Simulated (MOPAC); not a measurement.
A run for MOPAC: PM3 on CH4 (SMILES C).

```
PM3 1SCF PRECISE CHARGE=0 THREADS=1
CH4

C      0.00069016 1     0.00000000 1    -1.99985520 1
H     -0.50741740 1     0.88759452 1    -2.37290605 1
H      1.03052749 1     0.00000000 1    -2.35282982 1
H     -0.01314396 1     0.00000000 1    -0.91190852 1
H     -0.50741740 1    -0.88759452 1    -2.37290605 1
```

It printed:

```
*******************************************************************************
 **                                                                           **
 **                              MOPAC v23.2.5                                **
 **                                                                           **
 *******************************************************************************
 ** MOPAC's Digital Object Identifier: https://doi.org/10.5281/zenodo.6511958 **
 **                                                                           **
 ** Please cite the open-source release paper for use of this MOPAC version:  **
 ** J. E. Moussa and J. J. P. Stewart (2026)                                  **
 ** MOPAC: An open-source semiempirical molecular orbital program             **
 ** J. Open Source Softw., 11(119), 8025, https://doi.org/10.21105/joss.08025 **
 *******************************************************************************

                              PM3 CALCULATION RESULTS

 *******************************************************************************
 *  PM3        - The PM3 Hamiltonian to be used
 *
 *
 *
 *                 CHARGE ON SYSTEM = 0
 *
 *
 *
 *  PRECISE    - TIGHTER CRITERIA TO BE USED
 *  1SCF       - DO 1 SCF AND THEN STOP
 *  THREADS=1  - MULTI-THREADING NOT USED
 *  T=         - A TIME OF 172800.0 SECONDS REQUESTED
 *  DUMP=N     - RESTART FILE WRITTEN EVERY 7200.0 SECONDS REQUESTED
 *******************************************************************************
PM3 1SCF PRECISE CHARGE=0 THREADS=1
 CH4

   ATOM   CHEMICAL          X               Y               Z
  NUMBER   SYMBOL      (ANGSTROMS)     (ANGSTROMS)     (ANGSTROMS)

     1       C          0.00069016  *   0.00000000  *  -1.99985520  *
     2       H         -0.50741740  *   0.88759452  *  -2.37290605  *
     3       H          1.03052749  *   0.00000000  *  -2.35282982  *
     4       H         -0.01314396  *   0.00000000  *  -0.91190852  *
     5       H         -0.50741740  *  -0.88759452  *  -2.37290605  *



          CARTESIAN COORDINATES

    NO.       ATOM           X           Y           Z

     1         C          0.0007      0.0000     -1.9999
     2         H         -0.5074      0.8876     -2.3729
     3         H          1.0305      0.0000     -2.3528
     4         H         -0.0131      0.0000     -0.9119
     5         H         -0.5074     -0.8876     -2.3729

  H: (PM3): J. J. P. STEWART, J. COMP. CHEM. 10, 209 (1989).
  C: (PM3): J. J. P. STEWART, J. COMP. CHEM. 10, 209 (1989).

           Empirical Formula: C H4  =     5 atoms



      MOLECULAR POINT GROUP   :   Cs


      RHF CALCULATION, NO. OF DOUBLY OCCUPIED LEVELS = 4


 -------------------------------------------------------------------------------
 PM3 1SCF PRECISE CHARGE=0 THREADS=1
 CH4



     1SCF WAS SPECIFIED, SO BFGS WAS NOT USED
     SCF FIELD WAS ACHIEVED


                              PM3 CALCULATION
                                                       MOPAC v23.2.5 Linux




          FINAL HEAT OF FORMATION =        -13.01887 KCAL/MOL =     -54.47095 KJ/MOL


          COSMO AREA              =         54.78 SQUARE ANGSTROMS
          COSMO VOLUME            =         37.03 CUBIC ANGSTROMS

          IONIZATION POTENTIAL    =         13.625928 EV
          HOMO LUMO ENERGIES (EV) =        -13.626  4.236
          NO. OF FILLED LEVELS    =          4
          MOLECULAR WEIGHT        =         16.0426         POINT GROUP:  Cs

          MOLECULAR DIMENSIONS (Angstroms)

            Atom       Atom       Distance
            H     4    H     2     1.77951
            H     3    H     5     1.77581
            H     5    H     4     1.25666


          SCF CALCULATIONS        =          1





   ATOM   CHEMICAL          X               Y               Z
  NUMBER   SYMBOL      (ANGSTROMS)     (ANGSTROMS)     (ANGSTROMS)

     1       C          0.00069016  *   0.00000000  *  -1.99985520  *
     2       H         -0.50741740  *   0.88759452  *  -2.37290605  *
     3       H          1.03052749  *   0.00000000  *  -2.35282982  *
     4       H         -0.01314396  *   0.00000000  *  -0.91190852  *
     5       H         -0.50741740  *  -0.88759452  *  -2.37290605  *

                             CARTESIAN COORDINATES

   1    C        0.000690160     0.000000000    -1.999855200
   2    H       -0.507417400     0.887594520    -2.372906050
   3    H        1.030527490     0.000000000    -2.352829820
   4    H       -0.013143960     0.000000000    -0.911908520
   5    H       -0.507417400    -0.887594520    -2.372906050


           Empirical Formula: C H4  =     5 atoms



      MOLECULAR POINT GROUP   :   Cs


                  EIGENVALUES
 -29.85379 -13.65364 -13.62893 -13.62593   4.23604   4.58197   4.58348   4.59831


              NET ATOMIC CHARGES AND DIPOLE CONTRIBUTIONS

  ATOM NO.   TYPE          CHARGE      No. of ELECS.   s-Pop       p-Pop
    1          C          -0.110808        4.1108     1.11158     2.99923
    2          H           0.027449        0.9726     0.97255
    3          H           0.027484        0.9725     0.97252
    4          H           0.028426        0.9716     0.97157
    5          H           0.027449        0.9726     0.97255
 DIPOLE           X         Y         Z       TOTAL
 POINT-CHG.     0.000    -0.000     0.004     0.004
 HYBRID        -0.000     0.000    -0.004     0.004
 SUM           -0.000    -0.000    -0.001     0.001


          ATOMIC ORBITAL ELECTRON POPULATIONS

     Atom    s        px        py        pz
    1  C   1.11158   0.99991   1.00003   0.99929
    2  H   0.97255
    3  H   0.97252
    4  H   0.97157
    5  H   0.97255

 **********************
 *                    *
 * JOB ENDED NORMALLY *
 *                    *
 **********************




 == MOPAC DONE ==
```

The run finished.

Cost: about 0.03 core-seconds (a rough figure).
